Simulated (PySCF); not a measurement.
Compound: formamide, CH₃NO.
Structure used (GFN2-xTB), in Å, numbered top down from 1:
```xyz
6
CH3NO angstrom
N     -0.6804   -0.0528    0.0628
C      0.6554    0.0513   -0.0700
O      1.4143   -0.8789   -0.1149
H     -1.0893   -0.9712    0.1314
H     -1.2826    0.7488    0.1034
H      0.9858    1.1048   -0.1343
```

Level of theory: TDDFT B3LYP/def2-SVPD, vertical, gas phase, core orbitals frozen in the response (PySCF 2.14.0, density-fitted response routines).

Broadening: Gaussians 0.25 eV wide at half height, area fixed by f = 4.319×10⁻⁹ ∫ε dν̃. The cross-section is σ = 3.8235×10⁻²¹ ε cm², given in Mb (10⁻¹⁸ cm²). The width is an assumption, not a result. The curve ends short of the highest state used, and states not computed would add to its high-energy end.

(E (eV), σ (Mb)): (5.32, 0.00), (5.37, 0.00), (5.43, 0.01), (5.48, 0.04), (5.53, 0.10), (5.59, 0.19), (5.64, 0.27), (5.70, 0.30), (5.75, 0.26), (5.81, 0.16), (5.86, 0.09), (5.92, 0.03), (5.97, 0.01), (6.02, 0.00), (6.08, 0.00), (6.13, 0.00), (6.19, 0.00), (6.24, 0.00), (6.30, 0.00), (6.35, 0.00), (6.41, 0.00), (6.46, 0.01), (6.51, 0.06), (6.57, 0.23), (6.62, 0.59), (6.68, 1.35), (6.73, 2.11), (6.79, 2.74), (6.84, 2.76), (6.90, 2.49), (6.95, 2.58), (7.00, 3.26), (7.06, 4.44), (7.11, 4.91), (7.17, 4.31), (7.22, 3.34), (7.28, 3.32), (7.33, 5.92), (7.39, 13.77), (7.44, 23.40), (7.49, 32.12), (7.55, 35.17), (7.60, 30.06), (7.66, 20.61), (7.71, 18.05), (7.77, 30.97), (7.82, 58.32), (7.88, 102.05), (7.93, 128.90), (7.98, 130.60), (8.04, 99.03), (8.09, 61.62), (8.15, 26.08), (8.20, 10.23), (8.26, 3.65), (8.31, 4.16)

Q: Where are the band maxima, and which computed states make them?

A: 218 nm (5.69 eV), ε about 80, made up of S1 (100%); 182 nm (6.82 eV), ε about 730, made up of S2 (96%); 174 nm (7.11 eV), ε about 1300, made up of S3 (99%); 164 nm (7.54 eV), ε about 9300, made up of S4 (100%); 156 nm (7.96 eV), ε about 35000, made up of S6 (99%) (ε in L mol⁻¹ cm⁻¹; maxima over ε = 5, shares over 10%). At its high-energy end, 8.31 eV, the curve is still rising (ε about 1100, from S6 and S7). The states used: S1 5.69 eV (f 0.0007); S2 6.81 eV (f 0.0066); S3 7.11 eV (f 0.012); S4 7.54 eV (f 0.086); S5 7.95 eV (f 0.0043); S6 7.96 eV (f 0.319); S7 8.51 eV (f 0.054); S8 8.91 eV (f 0.0056).

Q: On this curve, what absorbance would a 10⁻⁵ mol/L sample give at 222 nm over a 1 cm path?

A: 222 nm is 5.585 eV, where ε is about 48 L mol⁻¹ cm⁻¹, so A = ε c l ≈ 0.00048 (Beer–Lambert, with the gas-phase spectrum and the assumed width).

Q: Does any computed singlet lie in the visible range?

A: No computed singlet lies in the visible range (380 to 750 nm); the lowest, at 218 nm, stands 2.43 eV above its violet end (3.26 eV).

Q: What would ε be at 7.96 eV, the highest of these maxima, with half the width (0.125 eV)?

A: About 69700 L mol⁻¹ cm⁻¹ against 34900, a factor of about 2.00; a lone state at its own centre would give exactly 2.

One conformer stands for the species.
